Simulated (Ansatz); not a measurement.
Elements on the sites of an ideal zinc blende lattice, at a guessed lattice constant:

```
CELL_PARAMETERS angstrom
-5.54545 5.54545 0.00000
-5.54545 0.00000 5.54545
0.00000 5.54545 5.54545
ATOMIC_POSITIONS crystal
Mg 0.00000 0.00000 0.00000
Mg 0.50000 0.00000 0.50000
Mg 0.00000 0.50000 0.50000
P 0.87500 0.87500 0.37500
P 0.37500 0.87500 0.37500
P 0.87500 0.37500 0.37500
P 0.87500 0.87500 0.87500
P 0.37500 0.37500 0.37500
P 0.37500 0.87500 0.87500
P 0.87500 0.37500 0.87500
P 0.37500 0.37500 0.87500
Ga 0.50000 0.00000 0.00000
Ga 0.00000 0.00000 0.50000
Ge 0.50000 0.50000 0.00000
Sn 0.00000 0.50000 0.00000
Sn 0.50000 0.50000 0.50000
```

Cell and atoms were relaxed without symmetry on coarser meshes and computed once more. The calculation used DFT PBE, scalar-relativistic, plane waves, PAW (Ansatz).

Plane waves to 420 eV, a k mesh through Γ of 5×5×5 on the computed 16-atom cell and Gaussian smearing (0.10 eV); no spin polarisation.

The relaxation ran on 2×2×2 (shifted) and then 3×3×3 k points with a smearing of 0.1 eV, from sites shaken by 0.02 Å.

Problem. What does the relaxation give?

Solution. A volume of 23.77 Å³/atom and no gap on the mesh. It lies 0.28 eV/atom below the elements' standard states (static lattices, no corrections for gases). The atoms leave their sites by 0.12 Å (root mean square) and 0.17 Å at most, and the cell stretches by up to 0.3 % at fixed volume.

```yaml
crystal:
  lattice:
    - [-5.75358, 5.76957, 0.01624]
    - [-5.75304, 0.01651, 5.75272]
    - [-0.01623, 5.76958, 5.75327]
  atoms:
    - { symbol: Mg, position: [0.00142, 0.99153, 0.01507] }
    - { symbol: Mg, position: [0.51453, 0.99178, 0.50155] }
    - { symbol: Mg, position: [0.99599, 0.52114, 0.49591] }
    - { symbol: P, position: [0.87737, 0.88300, 0.37787] }
    - { symbol: P, position: [0.36508, 0.89290, 0.36854] }
    - { symbol: P, position: [0.88425, 0.36261, 0.38389] }
    - { symbol: P, position: [0.86884, 0.89291, 0.86489] }
    - { symbol: P, position: [0.37626, 0.37391, 0.36022] }
    - { symbol: P, position: [0.38142, 0.86605, 0.88153] }
    - { symbol: P, position: [0.86049, 0.37370, 0.87618] }
    - { symbol: P, position: [0.38385, 0.36592, 0.88355] }
    - { symbol: Ga, position: [0.50576, 0.97586, 0.00543] }
    - { symbol: Ga, position: [0.99420, 0.98974, 0.49388] }
    - { symbol: Ge, position: [0.50368, 0.51156, 0.00346] }
    - { symbol: Sn, position: [0.98354, 0.50902, 0.99920] }
    - { symbol: Sn, position: [0.49956, 0.50899, 0.48324] }
```

Cost: 2 runs of about 9.7 core-minutes in all (earlier runs that led there not counted), on Arm Neoverse V2 (shared hosts).